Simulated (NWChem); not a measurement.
# triplet C5H6: levels of theory compared

We compute a comparison of 4 runs (U-r2SCAN/cc-pVDZ, UB3LYP/cc-pVDZ, UM06-L/cc-pVDZ, UPBE0/cc-pVDZ) of triplet C5H6. 

Program for the calculation: NWChem 7.3.0.

**1. The structure to begin with**

The species is C5H6 (11 atoms), meant as a triplet with charge 0. As SMILES of the parent species, `C#C/C=C/C`. The shape is that of a PBE0-D4/def2-TZVP optimisation. That shape belongs to the parent species and isn't relaxed for this state.

Bond lengths: C1–C2 1.204 Å, C2–C3 1.417 Å, C3–C4 1.335 Å, C4–C5 1.485 Å, C1–H6 1.064 Å, C3–H7 1.088 Å, C4–H8 1.087 Å, C5–H9 1.091 Å, C5–H10 1.095 Å, C5–H11 1.095 Å. Some angles: C1–C2–C3 178.4°, C2–C3–C4 124.1°, C3–C4–C5 124.4°, C2–C1–H6 179.5°, C2–C3–H7 116.4°, C4–C3–H7 119.5°, C3–C4–H8 118.4°, C5–C4–H8 117.2°, C4–C5–H9 111.7°, C4–C5–H10 110.9°.

**2. A single-point energy at U-r2SCAN/cc-pVDZ (run 1)**

The input, c5h6.xyz:

```xyz
11

C     -1.516600     1.700600     2.003600
C     -0.739100     1.143700     1.272900
C      0.204200     0.511000     0.426200
C     -0.092900    -0.483100    -0.413900
C      0.889700    -1.151100    -1.304600
H     -2.210500     2.187700     2.646400
H      1.227200     0.877200     0.483800
H     -1.121000    -0.834000    -0.456000
H      1.889700    -0.729500    -1.189400
H      0.593600    -1.055200    -2.354300
H      0.941200    -2.224300    -1.094000
```

The input, run.py:

```python
from ase.io import read
from ase.calculators.nwchem import NWChem

mol = read('c5h6.xyz')

calc = NWChem(
    label='c5h6',
    theory='dft',
    memory='2200 mb',
    basis='cc-pVDZ',
    basispar='spherical bse',
    dft={'xc': 'r2scan', 'mult': '3', 'grid': 'fine', 'convergence': 'energy 1e-08', 'iterations': '100', 'mulliken': None},
    task='energy',
)
mol.calc = calc

e = mol.get_potential_energy()
print(f"E = {e:.6f} eV")
```

On the command line:

```sh
$ export ASE_NWCHEM_COMMAND="nwchem PREFIX.nwi > PREFIX.nwo"
$ python run.py
```

Output:

```text
E = -5274.018769 eV
```

The calculator wrote c5h6.nwi:

```
title "c5h6"

permanent_dir c5h6

scratch_dir c5h6

start c5h6

geometry units angstrom nocenter noautosym noautoz
  C  -1.5165999999999999e+00 1.7005999999999999e+00 2.0036000000000000e+00
  C  -7.3909999999999998e-01 1.1436999999999999e+00 1.2728999999999999e+00
  C  2.0419999999999999e-01 5.1100000000000001e-01 4.2620000000000002e-01
  C  -9.2899999999999996e-02 -4.8309999999999997e-01 -4.1389999999999999e-01
  C  8.8970000000000005e-01 -1.1511000000000000e+00 -1.3046000000000000e+00
  H  -2.2105000000000001e+00 2.1877000000000000e+00 2.6463999999999999e+00
  H  1.2272000000000001e+00 8.7719999999999998e-01 4.8380000000000001e-01
  H  -1.1210000000000000e+00 -8.3399999999999996e-01 -4.5600000000000002e-01
  H  1.8896999999999999e+00 -7.2950000000000004e-01 -1.1894000000000000e+00
  H  5.9360000000000002e-01 -1.0551999999999999e+00 -2.3542999999999998e+00
  H  9.4120000000000004e-01 -2.2242999999999999e+00 -1.0940000000000001e+00
end

memory 2200 mb

basis spherical bse noprint
   * library cc-pVDZ
end

dft
  xc r2scan
  mult 3
  grid fine
  convergence energy 1e-08
  iterations 100
  mulliken
end

task dft energy
```

c5h6.nwo:

```text
Northwest Computational Chemistry Package (NWChem) 7.3.0
             --------------------------------------------------------

           Job information
           ---------------

    nwchem branch   = 7.3.0
    use scalapack   = T
    input           = c5h6.nwi
    prefix          = c5h6.
    data base       = c5h6/c5h6.db
    status          = startup
    nproc           =        1

           Memory information
           ------------------

[... 5 lines left out ...]
    hardfail = no
[... 37 lines left out ...]
            Nuclear Dipole moment (a.u.)
[... 85 lines left out ...]
          Convergence on density requested:  1.00D-05
[... 23 lines left out ...]
          Convergence aids based upon iterative change in
[... 29 lines left out ...]
 2-e energy   =     196.012262
[... 101 lines left out ...]
           Coulomb energy =      230.330825430853
[... 709 lines left out ...]
                     DFT Final Beta Molecular Orbital Analysis
[... 808 lines left out ...]
     Multipole analysis of the density
     ---------------------------------

     L   x y z        total         alpha         beta         nuclear
     -   - - -        -----         -----         ----         -------
     0   0 0 0     -0.000000    -19.000000    -17.000000     36.000000

     1   1 0 0      0.070801      6.626607      5.175613    -11.731419
[... 8 lines of this table left out ...]
     2   0 0 2    -21.763928   -127.693255   -114.539033    220.468359

 Task  times  cpu:       87.0s     wall:       87.0s
 Total times  cpu:       87.1s     wall:       87.1s
```

It took 89 s on 1 thread of Intel Xeon Platinum 8259CL at 2.50GHz (Skylake/Cascade Lake), shared host; peak memory 0.12 GiB.

**3. A single-point energy at UB3LYP/cc-pVDZ (run 2)**

The input, run.py:

```python
from ase import Atoms
from ase.calculators.nwchem import NWChem

system = Atoms(['C', 'C', 'C', 'C', 'C', 'H', 'H', 'H', 'H', 'H', 'H'], positions=[
    [-1.516600, 1.700600, 2.003600],
    [-0.739100, 1.143700, 1.272900],
    [0.204200, 0.511000, 0.426200],
    [-0.092900, -0.483100, -0.413900],
    [0.889700, -1.151100, -1.304600],
    [-2.210500, 2.187700, 2.646400],
    [1.227200, 0.877200, 0.483800],
    [-1.121000, -0.834000, -0.456000],
    [1.889700, -0.729500, -1.189400],
    [0.593600, -1.055200, -2.354300],
    [0.941200, -2.224300, -1.094000],
])

calc = NWChem(
    label='mol',
    theory='dft',
    memory='2200 mb',
    basis='cc-pVDZ',
    basispar='spherical bse',
    dft={'xc': 'b3lyp', 'mult': '3', 'grid': 'fine', 'convergence': 'energy 1e-08', 'iterations': '100', 'mulliken': None},
    task='energy',
)
system.calc = calc

print(f"energy = {system.get_potential_energy():.6f} eV")
```

On the command line:

```sh
$ export ASE_NWCHEM_COMMAND="nwchem PREFIX.nwi > PREFIX.nwo"
$ python run.py
```

Output:

```text
energy = -5277.201354 eV
```

The calculator wrote mol.nwi:

```
title "mol"

permanent_dir mol

scratch_dir mol

start mol

geometry units angstrom nocenter noautosym noautoz
  C  -1.5165999999999999e+00 1.7005999999999999e+00 2.0036000000000000e+00
  C  -7.3909999999999998e-01 1.1436999999999999e+00 1.2728999999999999e+00
  C  2.0419999999999999e-01 5.1100000000000001e-01 4.2620000000000002e-01
  C  -9.2899999999999996e-02 -4.8309999999999997e-01 -4.1389999999999999e-01
  C  8.8970000000000005e-01 -1.1511000000000000e+00 -1.3046000000000000e+00
  H  -2.2105000000000001e+00 2.1877000000000000e+00 2.6463999999999999e+00
  H  1.2272000000000001e+00 8.7719999999999998e-01 4.8380000000000001e-01
  H  -1.1210000000000000e+00 -8.3399999999999996e-01 -4.5600000000000002e-01
  H  1.8896999999999999e+00 -7.2950000000000004e-01 -1.1894000000000000e+00
  H  5.9360000000000002e-01 -1.0551999999999999e+00 -2.3542999999999998e+00
  H  9.4120000000000004e-01 -2.2242999999999999e+00 -1.0940000000000001e+00
end

memory 2200 mb

basis spherical bse noprint
   * library cc-pVDZ
end

dft
  xc b3lyp
  mult 3
  grid fine
  convergence energy 1e-08
  iterations 100
  mulliken
end

task dft energy
```

mol.nwo:

```text
Northwest Computational Chemistry Package (NWChem) 7.3.0
             --------------------------------------------------------

           Job information
           ---------------

    nwchem branch   = 7.3.0
    use scalapack   = T
    input           = mol.nwi
    prefix          = mol.
    data base       = mol/mol.db
    status          = startup
    nproc           =        1

           Memory information
           ------------------

[... 5 lines left out ...]
    hardfail = no
[... 37 lines left out ...]
            Nuclear Dipole moment (a.u.)
[... 85 lines left out ...]
          Convergence on density requested:  1.00D-05
[... 26 lines left out ...]
          Convergence aids based upon iterative change in
[... 29 lines left out ...]
 2-e energy   =     196.012262
[... 101 lines left out ...]
           Coulomb energy =      230.407225219734
[... 709 lines left out ...]
                     DFT Final Beta Molecular Orbital Analysis
[... 809 lines left out ...]
     Multipole analysis of the density
     ---------------------------------

     L   x y z        total         alpha         beta         nuclear
     -   - - -        -----         -----         ----         -------
     0   0 0 0     -0.000000    -19.000000    -17.000000     36.000000

     1   1 0 0      0.050630      6.629149      5.152900    -11.731419
[... 8 lines of this table left out ...]
     2   0 0 2    -21.859826   -127.757682   -114.570504    220.468359

 Task  times  cpu:       70.9s     wall:       70.9s
 Total times  cpu:       70.9s     wall:       70.9s
```

It took 72 s on 1 thread of Intel Xeon Platinum 8259CL at 2.50GHz (Skylake/Cascade Lake), shared host; peak memory 0.12 GiB.

Run 3 isn't shown in full; the table further down has it.

**4. The energy at UPBE0/cc-pVDZ (run 4)**

The input, a.nw:

```
start a
title "C5H6"
memory 2200 mb
charge 0
geometry noautosym nocenter noautoz
C       -1.516600       1.700600       2.003600
C       -0.739100       1.143700       1.272900
C        0.204200       0.511000       0.426200
C       -0.092900      -0.483100      -0.413900
C        0.889700      -1.151100      -1.304600
H       -2.210500       2.187700       2.646400
H        1.227200       0.877200       0.483800
H       -1.121000      -0.834000      -0.456000
H        1.889700      -0.729500      -1.189400
H        0.593600      -1.055200      -2.354300
H        0.941200      -2.224300      -1.094000
end
basis "ao basis" spherical bse
* library cc-pVDZ
end
dft
xc pbe0
mult 3
grid fine
convergence energy 1e-08
maxiter 100
mulliken
noprint "final vectors analysis"
end
task dft energy
```

On the command line:

```sh
$ nwchem a.nw > a.out
```

Output:

```text
[...]
          Wavefunction type:  spin polarized.
          No. of atoms     :    11
          No. of electrons :    36
[...]
          Charge           :     0
          Spin multiplicity:     3
[...]
          AO basis - number of functions:   100
[...]
              XC Information
              --------------
                         PBE0 Method XC Functional
                     Hartree-Fock (Exact) Exchange  0.250
          PerdewBurkeErnzerhof Exchange Functional  0.750
            Perdew 1991 LDA Correlation Functional  1.000 local
           PerdewBurkeErnz. Correlation Functional  1.000 non-local
[...]
 d= 0,ls=0.0,diis     1   -193.6428215522 -3.32D+02  3.44D-03  8.47D-02     5.6
[...]
 d= 0,ls=0.0,diis    14   -193.6914692283 -7.79D-09  5.44D-07  4.38D-10    71.0
[...]
         Total DFT energy =     -193.691469228333
      One electron energy =     -533.687899563411
           Coulomb energy =      230.352883999183
    Exchange-Corr. energy =      -29.101591556276
 Nuclear repulsion energy =      138.745137892171
[...]
      Total Density - Mulliken Population Analysis
     ---------------------------------------------
    Atom       Charge   Shell Charges
 -----------   ------   -------------------------------------------------------
    1 C    6     6.42   2.01  0.65  0.91  2.02  0.79  0.03
    2 C    6     5.55   2.01  0.68  0.38  2.03  0.37  0.07
    3 C    6     6.11   2.01  0.66  0.48  2.09  0.78  0.08
    4 C    6     6.10   2.01  0.66  0.51  2.09  0.76  0.07
    5 C    6     6.03   2.01  0.66  0.34  2.12  0.86  0.05
    6 H    1     0.99   0.73  0.23  0.04
    7 H    1     0.96   0.75  0.19  0.03
    8 H    1     0.99   0.75  0.21  0.03
    9 H    1     0.96   0.74  0.19  0.03
   10 H    1     0.94   0.74  0.17  0.03
[...]
      <S2> =      2.0179 (Exact =     2.0000)
[...]
```

Wall time 72 s (1 thread of Intel Xeon Platinum 8259CL at 2.50GHz (Skylake/Cascade Lake), shared host); peak memory 0.12 GiB.

**5. All runs side by side**

```
run             level  energy (Eh)  dipole moment (D)  HOMO energy (eV)   ⟨S²⟩  wall time
  1  U-r2SCAN/cc-pVDZ  -193.816616               0.48             -2.48  2.019       89 s
  2    UB3LYP/cc-pVDZ  -193.933574               0.35             -2.94  2.013       72 s
  3    UM06-L/cc-pVDZ  -193.907331               0.52             -2.34  2.013       91 s
  4     UPBE0/cc-pVDZ  -193.691469               0.43                 –  2.018       72 s
```

**6. Outcome**

```
            quantity          value
 run 4: total energy  -193.69147 Eh
run 4: dipole moment         0.43 D
         run 4: ⟨S²⟩          2.018
```

**Reading.** The dipole moment (its size) runs from 0.35 D (UB3LYP/cc-pVDZ) to 0.52 D (UM06-L/cc-pVDZ). Totals of different functionals can't be ranked against each other. All runs together took 5.4 min, the longest 91 s.
